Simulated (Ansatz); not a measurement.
A structure relaxed at PBE0-D4/def2-TZVP, charge 0, multiplicity 1:

```tsv
atom	x (Å)	y (Å)	z (Å)
C1	0.757	0.063	1.055
C2	0.660	-0.161	-0.408
C3	-0.459	-0.118	-1.134
C4	-1.735	0.155	-0.568
N5	-2.774	0.376	-0.121
H6	1.428	0.901	1.266
H7	-0.214	0.270	1.503
H8	1.192	-0.814	1.545
H9	1.584	-0.378	-0.936
H10	-0.440	-0.295	-2.203
```

**Question.** Give its formula and SMILES.

**Answer.** C4H5N, `C/C=C\C#N`.

**Question.** Point group (tolerance 0.08 Å, 0.16 Å for H)?

**Answer.** Cs.

**Question.** Summarise the bond lengths by kind.

**Answer.** 3 × C–C 1.335 to 1.482 Å; 5 × C–H 1.084 to 1.094 Å; 1 × C–N 1.153 Å.

Computed with Ansatz.
